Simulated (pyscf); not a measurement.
Concerted fragmentation: `[F][C]([F])[F]` [doublet] + `[H][H]` → `[FH]` + `[F][C][F]` [singlet] + `[H]` [doublet]

Gas phase, doublet surface, charge 0. Bonds broken: F1–C2, H5–H6. Bonds formed: F1–H5. PySCF, gas phase, ωB97X-D3(BJ)/def2-SVP geometries.

Transition state (Å):

```xyz
6

F      1.4059    -0.1302    -0.2255
C     -0.3814     0.5244     0.3533
F     -0.1642     0.6944     1.6208
F     -1.0694    -0.5704     0.2471
H      2.2396    -0.8592    -0.1309
H      2.9864    -1.4710    -0.0809
```

One imaginary mode, 2130i cm⁻¹; descent along it reached the two sides named.

```tsv
bond	change	reactant side (Å)	saddle	product side
F1–C2	breaks	1.321	1.990	2.7
H5–H6	breaks	0.760	0.967	2.9
F1–H5	forms	2.548	1.112	0.927
```

Electronic energies relative to the separated reactants (kJ/mol):

```tsv
level	barrier	reaction energy	reverse barrier
ωB97X-D3(BJ)/def2-TZVP	328.7	+245.2	83.5
PBE/def2-TZVP	261.5	+253.3	8.2
r²SCAN/def2-TZVP	291.3	+277.9	13.4
B3LYP-D3(BJ)/def2-TZVP	290.1	+256.2	33.9
PBE0-D3(BJ)/def2-TZVP	311.3	+260.5	50.8
M06-2X/def2-TZVP	336.4	+250.6	85.8
ωB97M-D3(BJ)/def2-TZVP	313.7	+229.6	84.0
HF/def2-TZVP	381.9	+222.2	159.7
```

With ωB97M-D3(BJ)/def2-TZVP energies and thermal terms (ideal gas, 1 atm, RRHO with modes under 100 cm⁻¹ raised to 100, one conformer, R ln 2 for chiral ones without a mode under 150 cm⁻¹), in kJ/mol:

```tsv
T (K)	ΔH‡	ΔG‡	ΔH	ΔG
298	297.2	320.6	+219.3	+179.5
600	298.8	343.7	+221.0	+138.2
900	301.5	365.6	+221.1	+96.8
1200	304.3	386.6	+220.7	+55.5
```

This is the saddle that the search found; another between the same sides may lie lower.
